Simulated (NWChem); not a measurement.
**C2H4FNO (SMILES NC1(F)CO1) at 4 levels**

Wanted: a comparison of 4 runs (HF/def2-SVP, BLYP/6-31G, PBE0/6-31G, PBE0/def2-SVP) of C2H4FNO. 

The results are computed with NWChem 7.3.0.

### 1 Starting point

The species is C2H4FNO (9 atoms), meant as a singlet with charge 0. As SMILES, `NC1(F)CO1`. Geometry: relaxed at PBE0-D4/def2-TZVP. This is one conformer, not always the lowest.

Bond lengths: N1–C2 1.403 Å, C2–F3 1.355 Å, C2–C4 1.459 Å, C2–O5 1.368 Å, C4–O5 1.451 Å, N1–H6 1.010 Å, N1–H7 1.009 Å, C4–H8 1.087 Å, C4–H9 1.086 Å. Some angles: N1–C2–F3 109.3°, N1–C2–C4 129.1°, N1–C2–O5 116.5°, F3–C2–C4 116.3°, F3–C2–O5 115.5°, C4–C2–O5 61.7°, C2–C4–O5 56.1°, C2–O5–C4 62.3°, C2–N1–H6 112.2°, C2–N1–H7 111.3°.

### 2 Energy and gradient at HF/def2-SVP (run 1)

The input, calc.xyz:

```xyz
9
C2H4FNO hf
N     -0.275500     1.234500     0.644100
C      0.424000     0.227000    -0.036500
F      1.739500     0.303100     0.279000
C     -0.054500    -1.069100    -0.506300
O      0.144700     0.081800    -1.367600
H     -0.209800     1.133000     1.647300
H     -1.240500     1.274000     0.351000
H     -1.093500    -1.353900    -0.363500
H      0.653900    -1.876800    -0.664800
```

The input, run.py:

```python
from ase.io import read
from ase.calculators.nwchem import NWChem

atoms = read('calc.xyz')

calc = NWChem(
    label='calc',
    theory='scf',
    memory='2200 mb',
    basis='def2-SVP',
    basispar='spherical bse',
    scf={'nopen': '0', 'rhf': None, 'thresh': '1e-08', 'maxiter': '80', 'print': 'low'},
)
atoms.calc = calc

forces = atoms.get_forces()
print("Total energy (eV):", round(atoms.get_potential_energy(), 6))
print("forces (eV/A):")
for s, f in zip(atoms.symbols, forces):
    print(f"{s:2s} {f[0]:10.5f} {f[1]:10.5f} {f[2]:10.5f}")
```

The run is started by

```sh
$ export ASE_NWCHEM_COMMAND="nwchem PREFIX.nwi > PREFIX.nwo"
$ python run.py
```

Standard output:

```text
Total energy (eV): -8341.045249
forces (eV/A):
N    -0.29280   -0.34669    0.13190
C     0.60935   -0.02520   -0.83905
F    -1.01955   -0.12064   -0.32062
C     0.16131    0.82265   -0.27593
O     0.18826   -0.53906    1.55526
H    -0.03234    0.06001   -0.35456
H     0.36093    0.03245    0.13447
H     0.10598    0.01877   -0.04417
H    -0.08109    0.09765    0.01260
```

The calculator wrote calc.nwi:

```
title "calc"

permanent_dir calc

scratch_dir calc

start calc

geometry units angstrom nocenter noautosym noautoz
  N  -2.7550000000000002e-01 1.2344999999999999e+00 6.4410000000000001e-01
  C  4.2399999999999999e-01 2.2700000000000001e-01 -3.6499999999999998e-02
  F  1.7395000000000000e+00 3.0309999999999998e-01 2.7900000000000003e-01
  C  -5.4500000000000000e-02 -1.0690999999999999e+00 -5.0629999999999997e-01
  O  1.4470000000000000e-01 8.1799999999999998e-02 -1.3675999999999999e+00
  H  -2.0979999999999999e-01 1.1330000000000000e+00 1.6473000000000000e+00
  H  -1.2404999999999999e+00 1.2740000000000000e+00 3.5099999999999998e-01
  H  -1.0934999999999999e+00 -1.3539000000000001e+00 -3.6349999999999999e-01
  H  6.5390000000000004e-01 -1.8768000000000000e+00 -6.6479999999999995e-01
end

memory 2200 mb

basis spherical bse noprint
   * library def2-SVP
end

scf
  nopen 0
  rhf
  thresh 1e-08
  maxiter 80
  print low
end

task scf gradient
```

calc.nwo:

```text
Northwest Computational Chemistry Package (NWChem) 7.3.0
             --------------------------------------------------------

           Job information
           ---------------

    nwchem branch   = 7.3.0
    use scalapack   = T
    input           = calc.nwi
    prefix          = calc.
    data base       = calc/calc.db
    status          = startup
    nproc           =        1

           Memory information
           ------------------

    heap     =     72089596 doubles =      550.0 Mbytes
    stack    =     72089601 doubles =      550.0 Mbytes
    global   =    144179200 doubles =     1100.0 Mbytes (distinct from heap & stack)
    total    =    288358397 doubles =     2200.0 Mbytes
    verify   = yes
    hardfail = no

[... 39 lines left out ...]
            Nuclear Dipole moment (a.u.)
[... 75 lines left out ...]
       Final RHF  results
       ------------------

         Total SCF energy =   -306.527761645751
      One-electron energy =   -796.674847561128
      Two-electron energy =    301.023576135355
 Nuclear repulsion energy =    189.123509780022

        Time for solution =     11.0s

                              NWChem Gradients Module
                              -----------------------

                         RHF ENERGY GRADIENTS

    atom               coordinates                        gradient
                 x          y          z           x          y          z
   1 N      -0.520620   2.332867   1.217173    0.005694   0.006742  -0.002565
   2 C       0.801244   0.428968  -0.068975   -0.011850   0.000490   0.016317
   3 F       3.287178   0.572776   0.527234    0.019827   0.002346   0.006235
[... 5 lines of this table left out ...]
   9 H       1.235692  -3.546638  -1.256290    0.001577  -0.001899  -0.000245

 Task  times  cpu:       14.2s     wall:       14.2s
 Total times  cpu:       14.2s     wall:       14.2s
```

It took 16 s on 1 thread of AMD EPYC 7R13 (Zen 3), shared host; peak memory 0.1 GiB.

### 3 Energy and forces at BLYP/6-31G (run 2)

The input, work.nw:

```
start work
title "C2H4FNO"
memory stack 880 mb heap 220 mb global 1100 mb
geometry units angstroms noautosym nocenter noautoz
   N       -0.275500       1.234500       0.644100
   C        0.424000       0.227000      -0.036500
   F        1.739500       0.303100       0.279000
   C       -0.054500      -1.069100      -0.506300
   O        0.144700       0.081800      -1.367600
   H       -0.209800       1.133000       1.647300
   H       -1.240500       1.274000       0.351000
   H       -1.093500      -1.353900      -0.363500
   H        0.653900      -1.876800      -0.664800
end
basis spherical bse
   * library 6-31G
end
dft
   xc becke88 lyp
   grid xfine
   convergence energy 1e-08
   iterations 100
   mulliken
end
task dft gradient
```

The run is started by

```sh
$ nwchem work.nw > work.out
```

Standard output:

```text
[...]
          Wavefunction type:  closed shell.
          No. of atoms     :     9
          No. of electrons :    40
[...]
          Charge           :     0
          Spin multiplicity:     1
[...]
          AO basis - number of functions:    53
[...]
              XC Information
              --------------
                    Becke 1988 Exchange Functional  1.000
              Lee-Yang-Parr Correlation Functional  1.000
[...]
 d= 0,ls=0.0,diis     1   -308.0366084742 -4.97D+02  4.75D-02  1.35D+00     2.0
[...]
 d= 0,ls=0.0,diis    11   -308.2059835514 -1.64D-09  6.75D-07  1.99D-09    15.8
         Total DFT energy =     -308.205983551405
      One electron energy =     -797.162585945898
           Coulomb energy =      338.153679410103
    Exchange-Corr. energy =      -38.320586795632
 Nuclear repulsion energy =      189.123509780023
[...]
      Total Density - Mulliken Population Analysis
     ---------------------------------------------
    Atom       Charge   Shell Charges
 -----------   ------   -------------------------------------------------------
    1 N    7     7.58   2.00  0.79  2.56  0.84  1.39
    2 C    6     5.54   2.00  0.73  2.09  0.32  0.41
    3 F    9     9.25   2.00  0.93  3.31  1.06  1.94
    4 C    6     6.09   2.00  0.71  2.13  0.57  0.69
    5 O    8     8.39   2.00  0.93  2.87  1.09  1.51
    6 H    1     0.72   0.53  0.19
    7 H    1     0.72   0.53  0.19
    8 H    1     0.87   0.54  0.32
    9 H    1     0.85   0.54  0.31
[...]
  wavefunction    = closed shell
                         DFT ENERGY GRADIENTS
    atom               coordinates                        gradient
                 x          y          z           x          y          z
   1 N      -0.520620   2.332867   1.217173    0.010102  -0.001233  -0.006626
   2 C       0.801244   0.428968  -0.068975    0.014514  -0.014469  -0.027841
   3 F       3.287178   0.572776   0.527234   -0.054920  -0.000947  -0.015695
   4 C      -0.102990  -2.020306  -0.956768    0.011487   0.048758  -0.017406
   5 O       0.273443   0.154580  -2.584389    0.007511  -0.029742   0.077259
   6 H      -0.396465   2.141060   3.112946   -0.003456  -0.005082  -0.013358
   7 H      -2.344205   2.407511   0.663294    0.011627  -0.007328   0.005085
   8 H      -2.066415  -2.558500  -0.686915    0.005111   0.004108  -0.001142
   9 H       1.235692  -3.546638  -1.256290   -0.001977   0.005934  -0.000275
[...]
```

Run time: 20 s. Hardware: 1 thread of AMD EPYC 7R13 (Zen 3), shared host; peak memory 0.14 GiB.

Run 3 isn't shown in full; the table further down has it.

### 4 Energy and forces at PBE0/def2-SVP (run 4)

The input, mol.nw:

```
start mol
title "C2H4FNO"
memory total 2200 mb

geometry noautosym nocenter noautoz
  N     -0.275500     1.234500     0.644100
  C      0.424000     0.227000    -0.036500
  F      1.739500     0.303100     0.279000
  C     -0.054500    -1.069100    -0.506300
  O      0.144700     0.081800    -1.367600
  H     -0.209800     1.133000     1.647300
  H     -1.240500     1.274000     0.351000
  H     -1.093500    -1.353900    -0.363500
  H      0.653900    -1.876800    -0.664800
end

basis spherical bse
  * library def2-SVP
end

dft
  xc pbe0
  mult 1
  grid fine
  convergence energy 1e-08
  maxiter 100
  mulliken
end

task dft gradient
```

The run is started by

```sh
$ nwchem mol.nw > mol.out
```

Standard output:

```text
[...]
          Wavefunction type:  closed shell.
          No. of atoms     :     9
          No. of electrons :    40
[...]
          Charge           :     0
          Spin multiplicity:     1
[...]
          AO basis - number of functions:    90
[...]
              XC Information
              --------------
                         PBE0 Method XC Functional
                     Hartree-Fock (Exact) Exchange  0.250
          PerdewBurkeErnzerhof Exchange Functional  0.750
            Perdew 1991 LDA Correlation Functional  1.000 local
           PerdewBurkeErnz. Correlation Functional  1.000 non-local
[...]
 d= 0,ls=0.0,diis     1   -307.7172527295 -4.97D+02  1.62D-02  1.07D+00     1.5
[...]
 d= 0,ls=0.0,diis    10   -307.8372692883 -8.21D-10  3.89D-07  2.02D-09    12.5
         Total DFT energy =     -307.837269288318
      One electron energy =     -797.186566708769
           Coulomb energy =      338.231498542687
    Exchange-Corr. energy =      -38.005710902258
 Nuclear repulsion energy =      189.123509780023
[...]
  wavefunction    = closed shell
                         DFT ENERGY GRADIENTS
    atom               coordinates                        gradient
                 x          y          z           x          y          z
   1 N      -0.520620   2.332867   1.217173   -0.003038   0.001463   0.004387
   2 C       0.801244   0.428968  -0.068975   -0.004956  -0.005906   0.001659
   3 F       3.287178   0.572776   0.527234    0.002331   0.001237   0.000605
   4 C      -0.102990  -2.020306  -0.956768   -0.001211  -0.006749   0.004216
   5 O       0.273443   0.154580  -2.584389    0.000347   0.002723  -0.006457
   6 H      -0.396465   2.141060   3.112946   -0.000111   0.000127  -0.004939
   7 H      -2.344205   2.407511   0.663294    0.004430  -0.000776   0.000890
   8 H      -2.066415  -2.558500  -0.686915    0.006635   0.002343  -0.001052
   9 H       1.235692  -3.546638  -1.256290   -0.004427   0.005537   0.000691
[...]
```

Wall time 18 s (1 thread of AMD EPYC 7R13 (Zen 3), shared host); peak memory 0.12 GiB.

### 5 All runs side by side

| run | level | iteration cap | module | energy (Eh) | largest force (eV/Å) | wall time |
| --- | --- | --- | --- | --- | --- | --- |
| 1 | HF/def2-SVP | 80 | scf | -306.527762 | 1.657 | 16 s |
| 2 | BLYP/6-31G | 100 | dft | -308.205984 | 4.275 | 20 s |
| 3 | PBE0/6-31G | 100 | dft | -307.951028 | 2.847 | 20 s |
| 4 | PBE0/def2-SVP | 100 | dft | -307.837269 | 0.414 | 18 s |

### 6 What came out

| quantity | value |
| --- | --- |
| run 4: total energy | -307.83727 Eh |
| run 4: dipole moment | 3.46 D |
| run 4: HOMO energy | -7.43 eV |
| run 4: LUMO energy | 1.76 eV |
| run 4: HOMO–LUMO gap | 9.19 eV |
| run 4: largest force on an atom | 0.414 eV/Å |

**Reading.** Over runs 2, 3, 4 the dipole moment (its size) runs from 3.46 D (PBE0/def2-SVP) to 4.17 D (PBE0/6-31G). Over runs 2, 3, 4 the HOMO–LUMO gap runs from 6.84 eV (BLYP/6-31G) to 9.66 eV (PBE0/6-31G). Totals of different functionals can't be ranked against each other. All runs together took 74 s, the longest 20 s.
